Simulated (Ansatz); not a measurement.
[H···H···SiH₂], singlet along the distance H1-H2

Starting geometry:

```yaml
atoms:
  - { symbol: H, position_ang: [-2.4199, 0.0549, 0.0000] }
  - { symbol: H, position_ang: [-1.6749, 0.0549, 0.0000] }
  - { symbol: Si, position_ang: [0.0961, 0.0549, 0.0000] }
  - { symbol: H, position_ang: [0.7083, -0.8194, 1.0900] }
  - { symbol: H, position_ang: [0.7083, -0.8194, -1.0900] }
```

From there H2 is moved from one fragment to the other while all else, the fragments' distance too, stays fixed; atoms are numbered as listed. Energies are in kJ/mol, counted from the starting geometry at the same level.

Basis 6-31G; Ansatz 0.2.0. Only valence electrons are correlated (noble-gas cores frozen). Prefix R: restricted or restricted open-shell reference. Active spaces: valence = (8e, 8o) chosen from the atoms' valence shells.

Runs in a small pair space aren't shown, since their orbitals change along the scan.

Full CI is exact within this basis and frozen core; it isn't the basis-set limit.

| distance H1-H2 (Å) | full CI | unpaired electrons (full CI) | error RMP2 | error CISD | error RCCSD | error RCCSDT | error NEVPT2 (valence space) | error MRCISD (valence space) |
| --- | --- | --- | --- | --- | --- | --- | --- | --- |
| 0.693 | 1.6 | 0.06 | -2.2 | -0.9 | -0.3 | 0.0 | 0.6 | 0.0 |
| 0.745 | 0.0 | 0.07 | 0.0 | 0.0 | 0.0 | 0.0 | 0.0 | 0.0 |
| 0.792 | 5.9 | 0.08 | 2.6 | 1.1 | 0.4 | 0.0 | -0.5 | 0.0 |
| 0.840 | 16.8 | 0.10 | 5.9 | 2.6 | 0.9 | 0.0 | -1.1 | -0.1 |
| 0.887 | 30.3 | 0.14 | 10.2 | 4.5 | 1.7 | 0.1 | -1.6 | -0.1 |
| 0.934 | 45.4 | 0.19 | 15.6 | 7.0 | 2.6 | 0.1 | -2.0 | -0.1 |
| 0.981 | 61.3 | 0.27 | 22.3 | 10.1 | 3.8 | 0.2 | -2.4 | -0.1 |
| 1.029 | 78.1 | 0.39 | 30.4 | 14.0 | 5.3 | 0.2 | -2.7 | -0.1 |
| 1.076 | 95.2 | 0.53 | 39.4 | 18.2 | 6.9 | 0.3 | -3.0 | -0.1 |

Unpaired electrons are Σ n²(2−n)² over natural occupations. Errors are those of relative energies. In total energy the starting point itself misses full CI by: RMP2 75.0, CISD 15.7, RCCSD 3.8, RCCSDT 0.2, NEVPT2 (valence space) 21.3, MRCISD (valence space) 2.6 kJ/mol.

Spread of the error over the points with a reference, to 1.076 Å (largest less smallest): MRCISD (valence space) 0.2, RCCSDT 0.3, NEVPT2 (valence space) 3.6, RCCSD 7.2, CISD 19.1, RMP2 41.6 kJ/mol.
